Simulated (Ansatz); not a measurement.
# H7Si2: the cost of one run

Method: cc-pVDZ, all electrons in the functionals, frozen cores in the correlation of double hybrids and RPA; program: Ansatz 0.2.0, Gaussian basis.

To be run: wB97M-V, HSE06, B2PLYP, RPA-PBE, at 1.485 Å; 1.538 Å; 1.643 Å; 1.749 Å; 1.855 Å.

### 1 The system

The geometry derives from fragments relaxed apart (PBE0/def2-TZVP) and kept rigid, so it is no stationary point. A hydrogen atom is moved between rigid fragments.

9 atoms, charge 0, spin multiplicity 2.

Atoms are counted from 1 here; the program's logs count them from 0.

Bond lengths: Si1–H2 1.485 Å, Si1–H3 1.485 Å, Si1–H4 1.485 Å, Si1–H5 1.485 Å, Si6–H7 1.486 Å, Si6–H8 1.486 Å, Si6–H9 1.486 Å. Angles: H2–Si1–H3 109.5°, H2–Si1–H4 109.5°, H2–Si1–H5 109.5°, H3–Si1–H4 109.5°, H3–Si1–H5 109.5°, H4–Si1–H5 109.5°, H7–Si6–H8 111.3°, H7–Si6–H9 111.3°, H8–Si6–H9 111.3°.

As a file:

```xyz
9
H7Si2
Si   -1.6428    0.0000    0.0000
H    -2.1376    1.3997    0.0000
H    -2.1376   -0.6999    1.2122
H    -2.1376   -0.6999   -1.2122
H    -0.1581    0.0000    0.0000
Si    1.6522    0.0000    0.0000
H     2.1022   -1.4163    0.0000
H     2.1022    0.7081   -1.2265
H     2.1022    0.7081    1.2265
```

No dispersion term is added; wB97M-V holds VV10 nonlocal correlation. HSE06 is the plane-wave form.

The geometry shown and the zero of energy belong to the point 1.485 Å. The yardstick, UCCSDT(Q), and other wave-function levels (R restricted, U unrestricted, valence and pair active spaces) come from earlier runs.

### 2 wB97M-V, 1.485 Å

in.yaml reads:

```yaml
crystal:
  periodic: [false, false, false]
  atoms:
    - {symbol: Si, position_ang: [-1.642756, 0.000000, 0.000000]}
    - {symbol: H, position_ang: [-2.137628, 1.399708, 0.000000]}
    - {symbol: H, position_ang: [-2.137627, -0.699854, 1.212183]}
    - {symbol: H, position_ang: [-2.137628, -0.699854, -1.212182]}
    - {symbol: H, position_ang: [-0.158141, 0.000000, 0.000000]}
    - {symbol: Si, position_ang: [1.652244, 0.000000, 0.000000]}
    - {symbol: H, position_ang: [2.102218, -1.416253, 0.000000]}
    - {symbol: H, position_ang: [2.102217, 0.708127, -1.226512]}
    - {symbol: H, position_ang: [2.102218, 0.708127, 1.226511]}
basis:
  gaussian: {orbitals: cc-pVDZ}
magnetization: {spin_polarized: true, initial_magnetization: 1}
hamiltonian: {xc: {name: wB97M-V}}
output: {orbitals: {seedname: orbitals}}
```

Started as:

```bash
$ ansatz run in.yaml --threads 1 --pin off --events-out ev --progress --plain --max-ram 2816MiB --backend cpu
```

Q: Estimate wall time and peak memory on 1 thread of AMD EPYC 7R13, shared host.

About 8.5 s, with a peak of 0.35 GiB.
